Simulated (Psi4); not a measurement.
# BCl2 (SMILES Cl[B]Cl): U-wB97X-V/def2-TZVP, part 2 of 2

Psi4 1.11. Earlier steps stand in the parts before.

**3. The distorted shape**

run.py reads:

```python
import psi4

psi4.set_memory(1600000000)
psi4.set_num_threads(1)
psi4.set_output_file('run.log', False)

m = psi4.geometry("""
0 2
Cl     0.098814    -2.306260    -0.205288
B     -0.736586    -0.830960    -0.492188
Cl     0.081500     1.511100     0.213700
units angstrom
symmetry c1
no_reorient
no_com
""")

options = {'basis': 'def2-TZVP', 'reference': 'uks', 'puream': True, 'e_convergence': 1e-09, 'd_convergence': 1e-08, 'scf_type': 'pk', 'dft_radial_points': 99, 'dft_spherical_points': 590, 'maxiter': 100}
psi4.set_options(options)

E, wfn = psi4.energy("WB97X-V", return_wfn=True)
print(f'WB97X-V energy: {E:.10f} Eh')
```

Run with:

```bash
$ python run.py
```

run.log:

```text
h
    h
    h

    -----------------------------------------------------------------------

    Memory:     1.5 GiB
    Threads:    1
                ecpint, einsums, f̶o̶r̶t̶e̶, gauxc, gcp, g̶d̶m̶a̶, geometric, g̶p̶u̶_̶d̶f̶c̶c̶,
                i̶n̶t̶e̶g̶r̶a̶t̶o̶r̶x̶x̶, i̶p̶i̶, libefp, m̶d̶i̶, m̶p̶2̶d̶, m̶r̶c̶c̶, ooo,
                o̶p̶e̶n̶f̶e̶r̶m̶i̶o̶n̶p̶s̶i̶4̶, pcmsolver, p̶s̶i̶4̶f̶o̶c̶k̶c̶i̶, p̶s̶i̶x̶a̶s̶,
                p̶y̶e̶i̶n̶s̶u̶m̶s̶, r̶e̶s̶p̶, s̶i̶m̶i̶n̶t̶, s̶n̶s̶m̶p̶2̶,
                v̶2̶r̶d̶m̶_̶c̶a̶s̶s̶c̶f̶

   => Loading Basis Set <=

    Name: DEF2-TZVP
    Role: ORBITAL
    Keyword: BASIS

         ---------------------------------------------------------
                                   SCF
                              UKS Reference
                        1 Threads,   1525 MiB Core
         ---------------------------------------------------------

  ==> Geometry <==

    Molecular point group: c1
    Full point group: C1

    Geometry (in Angstrom), charge = 0, multiplicity = 2:

       Center              X                  Y                   Z               Mass
    ------------   -----------------  -----------------  -----------------  -----------------
         CL           0.098814000000    -2.306260000000    -0.205288000000    34.968852682000
         B           -0.736586000000    -0.830960000000    -0.492188000000    11.009305360000
         CL           0.081500000000     1.511100000000     0.213700000000    34.968852682000

  Running in c1 symmetry.

  Rotational constants: A =      2.01045  B =      0.06078  C =      0.05900 [cm^-1]
  Rotational constants: A =  60271.82992  B =   1822.21214  C =   1768.73749 [MHz]
  Nuclear repulsion =   83.420253872908333

  Charge       = 0
  Multiplicity = 2
  Electrons    = 39
  Nalpha       = 20
  Nbeta        = 19

  ==> Algorithm <==

  SCF Algorithm Type is PK.
  DIIS enabled.
  MOM disabled.
  Fractional occupation disabled.
  Guess Type is SAD.
  Energy threshold   = 1.00e-09
  Density threshold  = 1.00e-08
  Integral threshold = 1.00e-12

  ==> Primary Basis <==

  Basis Set: DEF2-TZVP
    Blend: DEF2-TZVP
    Number of shells: 37
    Number of basis functions: 105
    Number of Cartesian functions: 120
    Spherical Harmonics?: true
    Max angular momentum: 3

  ==> DFT Potential <==

   => LibXC <=

    Version 7.1.2

   => Composite Functional: WB97X-V <=

    wB97X-V Hyb-GGA Exchange-Correlation Functional

    Deriv               =              1
    GGA                 =           TRUE
    Meta                =          FALSE

    Exchange Hybrid     =           TRUE
    MP2 Hybrid          =          FALSE

   => Exchange-Correlation Functionals <=

    1.0000   wB97X-V range-separated functional

   => Exact (HF) Exchange <=

    0.8330            HF,LR [omega = 0.3000]
    0.1670               HF

   => LibXC Density Thresholds  <==

    XC_HYB_GGA_XC_WB97X_V:  1.00E-14

   => VV10 Non-Local Parameters <=

    VV10 B              =     6.0000E+00
    VV10 C              =     1.0000E-02

   => Molecular Quadrature <=

    Radial Scheme          =       TREUTLER
    Pruning Scheme         =           NONE
    Nuclear Scheme         =       TREUTLER

    Blocking Scheme        =         OCTREE
    BS radius alpha        =              1
    Pruning alpha          =              1
    Radial Points          =             99
    Spherical Points       =            590
    Total Points           =         166543
    Total Blocks           =           1326
    Max Points             =            256
    Max Functions          =             97
    Weights Tolerance      =       1.00E-15

  ==> Integral Setup <==

  Using in-core PK algorithm.
   Calculation information:
      Number of atoms:                   3
      Number of AO shells:              37
      Number of primitives:             74
      Number of atomic orbitals:       120
      Number of basis functions:       105

      Integral cutoff                 1.00e-12
      Number of threads:                 1

  Performing in-core PK
  Using 46462185 doubles for integral storage.
  We computed 198127 shell quartets total.
  Whereas there are 247456 unique shell quartets.

  Computing range-separated integrals for PK
  We computed 198127 wK shell quartets total.
  Whereas there are 247456 wK unique shell quartets.

  ==> DiskJK: Disk-Based J/K Matrices <==

    J tasked:                  Yes
    K tasked:                  Yes
    wK tasked:                 Yes
    Omega:               3.000E-01
    Memory [MiB]:              927
    Schwarz Cutoff:          1E-12

  Cached 50.0% of DFT collocation blocks in 0.182 [GiB].

  Minimum eigenvalue in the overlap matrix is 1.9936095149E-03.
  Reciprocal condition number of the overlap matrix is 4.7187434987E-04.
    Using symmetric orthogonalization.

  ==> Pre-Iterations <==

  SCF Guess: Superposition of Atomic Densities via on-the-fly atomic UHF (no occupation information).

   -------------------------
    Irrep   Nso     Nmo
   -------------------------
     A        105     105
   -------------------------
    Total     105     105
   -------------------------

  ==> Iterations <==

                        Total Energy        Delta E     RMS |[F,P]|

   @UKS iter SAD:  -944.39373305452159   -9.44394e+02   0.00000e+00
   @UKS iter   1:  -944.95669497039194   -5.62962e-01   3.99293e-03 ADIIS/DIIS
   @UKS iter   2:  -944.94416135808649    1.25336e-02   4.22346e-03 ADIIS/DIIS
   @UKS iter   3:  -945.04254469594707   -9.83833e-02   4.51542e-04 ADIIS/DIIS
   @UKS iter   4:  -945.04512262835976   -2.57793e-03   2.13030e-04 ADIIS/DIIS
   @UKS iter   5:  -945.04646536820644   -1.34274e-03   1.29360e-04 ADIIS/DIIS
   @UKS iter   6:  -945.04715426039206   -6.88892e-04   8.28168e-05 DIIS
   @UKS iter   7:  -945.04762434688200   -4.70086e-04   4.10426e-05 DIIS
   @UKS iter   8:  -945.04773700552994   -1.12659e-04   2.04658e-05 DIIS
   @UKS iter   9:  -945.04776135494819   -2.43494e-05   9.06247e-06 DIIS
   @UKS iter  10:  -945.04776789847006   -6.54352e-06   3.71933e-06 DIIS
   @UKS iter  11:  -945.04776876868152   -8.70211e-07   1.53139e-06 DIIS
   @UKS iter  12:  -945.04776889551920   -1.26838e-07   4.64302e-07 DIIS
   @UKS iter  13:  -945.04776890429162   -8.77242e-09   1.65510e-07 DIIS
   @UKS iter  14:  -945.04776890528342   -9.91804e-10   7.55082e-08 DIIS
   @UKS iter  15:  -945.04776890559947   -3.16049e-10   4.28790e-08 DIIS
   @UKS iter  16:  -945.04776890575954   -1.60071e-10   2.68125e-08 DIIS
   @UKS iter  17:  -945.04776890583537   -7.58291e-11   1.30519e-08 DIIS
   @UKS iter  18:  -945.04776890585663   -2.12594e-11   3.90314e-09 DIIS
  Energy and wave function converged.

  ==> Post-Iterations <==

   Electrons on quadrature grid:
      Nalpha   =   19.9999999840 ; deviation = -1.600e-08
      Nbeta    =   18.9999999849 ; deviation = -1.511e-08
      Ntotal   =   38.9999999689 ; deviation = -3.111e-08

   @Spin Contamination Metric:   4.057761357E-02
   @S^2 Expected:                7.500000000E-01
   @S^2 Observed:                7.905776136E-01
   @S   Expected:                5.000000000E-01
   @S   Observed:                5.000000000E-01

    Orbital Energies [Eh]
    ---------------------

    Alpha Occupied:

       1A   -101.600835     2A   -101.494401     3A     -9.641534
       4A     -9.530559     5A     -7.393702     6A     -7.389128
       7A     -7.388530     8A     -7.289497     9A     -7.276393
      10A     -7.276259    11A     -7.041634    12A     -1.049715
      13A     -0.900031    14A     -0.661137    15A     -0.529384
      16A     -0.526635    17A     -0.481557    18A     -0.400054
      19A     -0.400016    20A     -0.379783

    Alpha Virtual:

      21A     -0.029630    22A     -0.001156    23A      0.114517
      24A      0.136401    25A      0.186455    26A      0.188381
      27A      0.203375    28A      0.323301    29A      0.368205
      30A      0.376239    31A      0.385097    32A      0.392356
      33A      0.429349    34A      0.446733    35A      0.483070
      36A      0.490422    37A      0.493763    38A      0.515300
      39A      0.559975    40A      0.564804    41A      0.569443
      42A      0.606354    43A      0.619367    44A      0.637920
      45A      0.676394    46A      0.800216    47A      0.801582
      48A      0.820316    49A      0.890064    50A      0.952245
      51A      0.960382    52A      1.032654    53A      1.061082
      54A      1.214348    55A      1.637683    56A      1.645835
      57A      1.674648    58A      1.699817    59A      1.710129
      60A      1.738696    61A      1.783637    62A      1.794485
      63A      1.856841    64A      1.862993    65A      1.869296
      66A      1.883114    67A      1.888778    68A      1.926787
      69A      1.953783    70A      1.956583    71A      1.988160
      72A      2.026337    73A      2.036473    74A      2.051743
      75A      2.056128    76A      2.132570    77A      2.133049
      78A      2.220434    79A      2.223835    80A      2.234843
      81A      2.234868    82A      2.265258    83A      2.281221
      84A      2.286874    85A      2.308981    86A      2.331610
      87A      2.351878    88A      2.364177    89A      2.371046
      90A      2.414599    91A      2.455762    92A      2.625862
      93A      2.800134    94A      2.982269    95A      3.009290
      96A      3.259886    97A     10.772482    98A     10.785512
      99A     10.836435   100A     10.839297   101A     10.896571
     102A     11.202050   103A     13.670420   104A     24.547039
     105A     24.937116

    Beta Occupied:

       1A   -101.600327     2A   -101.490942     3A     -9.641082
       4A     -9.527739     5A     -7.392325     6A     -7.388960
       7A     -7.387967     8A     -7.279178     9A     -7.274237
      10A     -7.274014    11A     -7.033370    12A     -1.046070
      13A     -0.874011    14A     -0.649708    15A     -0.525576
      16A     -0.524517    17A     -0.421787    18A     -0.392449
      19A     -0.391177

    Beta Virtual:

      20A     -0.092888    21A     -0.012934    22A      0.016672
      23A      0.120134    24A      0.145694    25A      0.190202
      26A      0.194743    27A      0.211958    28A      0.329403
      29A      0.369974    30A      0.378792    31A      0.396639
      32A      0.399778    33A      0.436405    34A      0.448418
      35A      0.491107    36A      0.500636    37A      0.500821
      38A      0.523384    39A      0.566009    40A      0.570198
      41A      0.574375    42A      0.623164    43A      0.628765
      44A      0.649019    45A      0.684753    46A      0.806600
      47A      0.806615    48A      0.840241    49A      0.899293
      50A      0.964405    51A      0.967224    52A      1.040376
      53A      1.062999    54A      1.222780    55A      1.644648
      56A      1.650113    57A      1.686367    58A      1.715004
      59A      1.722032    60A      1.749290    61A      1.788826
      62A      1.797989    63A      1.864609    64A      1.871862
      65A      1.876275    66A      1.892645    67A      1.899153
      68A      1.948737    69A      1.960394    70A      1.968036
      71A      2.002222    72A      2.045045    73A      2.054521
      74A      2.074575    75A      2.078542    76A      2.134125
      77A      2.134686    78A      2.235030    79A      2.237235
      80A      2.237996    81A      2.239590    82A      2.267362
      83A      2.285236    84A      2.299537    85A      2.323432
      86A      2.342127    87A      2.370174    88A      2.370296
      89A      2.377843    90A      2.424174    91A      2.466409
      92A      2.634621    93A      2.814833    94A      2.987862
      95A      3.017143    96A      3.265311    97A     10.772745
      98A     10.786495    99A     10.839484   100A     10.843231
     101A     10.909885   102A     11.203930   103A     13.680220
     104A     24.551577   105A     24.937945

    Final Occupation by Irrep:
              A
    DOCC [    19 ]
    SOCC [     1 ]
    NA   [    20 ]
    NB   [    19 ]

  @UKS Final Energy:  -945.04776890585663

   => Energetics <=

    Nuclear Repulsion Energy =             83.4202538729083329
    One-Electron Energy =               -1469.2382802925253600
    Two-Electron Energy =                 486.0220238877312795
    DFT Exchange-Correlation Energy =     -45.4149732221155560
    Empirical Dispersion Energy =           0.0000000000000000
    VV10 Nonlocal Energy =                  0.1632068481448367
    Total Energy =                       -945.0477689058566284

  UHF NO Occupations:
  HONO-2 :   18  A 1.9997356
  HONO-1 :   19  A 1.9802841
  HONO-0 :   20  A 1.0000000
  LUNO+0 :   21  A 0.0197159
  LUNO+1 :   22  A 0.0002644
  LUNO+2 :   23  A 0.0002182
  LUNO+3 :   24  A 0.0001515

Computation Completed

Properties will be evaluated at   0.000000,   0.000000,   0.000000 [a0]

Properties computed using the SCF density matrix

 Multipole Moments:

 ------------------------------------------------------------------------------------
     Multipole            Electronic (a.u.)      Nuclear  (a.u.)        Total (a.u.)
 ------------------------------------------------------------------------------------

 L = 1.  Multiply by 2.5417464519 to convert [e a0] to [Debye]
 Dipole X            :          1.0175396           -1.1670797           -0.1495401
 Dipole Y            :         31.7767915          -33.3962227           -1.6194312
 Dipole Z            :          4.1175491           -4.3802642           -0.2627152
 Magnitude           :                                                    1.6474037

 ------------------------------------------------------------------------------------

	total time  =         59 seconds =       0.98 minutes
```

Standard output:

```text
WB97X-V energy: -945.0477689059 Eh
```

Wall time 61 s (1 thread of Intel Xeon Platinum 8259CL at 2.50GHz (Skylake/Cascade Lake), shared host); peak memory 0.76 GiB.

**4. Results**

What follows sums up all 2 parts.

Level: U-wB97X-V/def2-TZVP.

```
                                                          quantity          value
                                         first shape: total energy  -945.13957 Eh
                                        first shape: dipole moment         0.30 D
                   first shape: HOMO energy (highest over α and β)       -8.66 eV
                    first shape: LUMO energy (lowest over α and β)       -0.29 eV
                                                 first shape: ⟨S²⟩          0.752
                                     distorted shape: total energy  -945.04777 Eh
                                    distorted shape: dipole moment         4.19 D
               distorted shape: HOMO energy (highest over α and β)      -10.33 eV
                distorted shape: LUMO energy (lowest over α and β)       -2.53 eV
                                             distorted shape: ⟨S²⟩          0.791
energy change with the B2–Cl3 bond stretched from 1.720 to 2.579 Å       2.498 eV
```

**Reading.** With the B2–Cl3 bond stretched from 1.720 to 2.579 Å the energy rises by 2.50 eV (241 kJ/mol). The first shape isn't relaxed at this level, so the change isn't measured from a minimum.
